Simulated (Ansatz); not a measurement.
Basis-set extrapolation for C5H10O (`C1CCOCC1`) (PBE0-D4/def2-TZVP geometry, frozen core, Ansatz). Multiplicity 1, RHF reference.

```csv
,def2-TZVPP,def2-QZVPP
HF,-270.122109,-270.134592
MP2 correlation,-1.093237,-1.165721
CCSD(T) correlation,-1.189832,not run
```

Energies in hartree. Use E(X) = E(∞) + A·exp(−7.88·√X) for Hartree–Fock and E(X) = E(∞) + B·X^(−2.97) for correlation, with X = 3 and 4, and add CCSD(T) minus MP2 of the smaller set to the MP2 limit.

**Question.** What is the CCSD(T) energy at the basis-set limit?

**Answer.** HF limit: -270.134592 + (-0.012483) × 0.13774 = -270.13631. MP2 limit: -1.165721 + (-0.072484) × 0.74074 = -1.21941. Higher-order term: -1.189832 − (-1.093237) = -0.09659. Total: -271.45231 hartree, 88.1 kcal/mol below CCSD(T)/def2-TZVPP.
